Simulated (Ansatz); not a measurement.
Reaction (SMILES): [PH2] (PH2) → PH2+ (singlet, bonded as [PH2]) + e-
B3LYP-D3(BJ)/def2-TZVP geometries, fixed; electronic energies without zero-point terms.

Effect of a fitting basis named in the input at wB97M-V/def2-TZVPP with Ansatz (a quantum-chemistry and plane-wave program), against the last row, where the adiabatic ionisation energy is 9.68 eV. Open shells are unrestricted. The default fits or decomposes integrals by the program's own choice; accuracy: high also tightens integrals, grids and stops.

| setting | largest shift of a total energy (mEh) | shift of the adiabatic ionisation energy (eV) |
|---|---|---|
| fitting: def2-SV(P)-JKFIT | -0.030 | 0.000 |
| fitting: def2-universal-JKFIT | -0.030 | 0.000 |
| fitting: cc-pVTZ-JKFIT | -0.021 | 0.000 |
| fitting: cc-pVQZ-JKFIT | -0.006 | 0.000 |
| fitting: cc-pV5Z-JKFIT | -0.007 | 0.000 |
| accuracy: high | -0.005 | 0.000 |
| accuracy: medium (default) | 0.000 | 0.000 |

Within 0.002 eV in the adiabatic ionisation energy: fitting: def2-SV(P)-JKFIT; fitting: def2-universal-JKFIT; fitting: cc-pVTZ-JKFIT; fitting: cc-pVQZ-JKFIT; fitting: cc-pV5Z-JKFIT; accuracy: high. The largest shift is 0.030 mEh in a total energy and 0.000 eV in the difference.
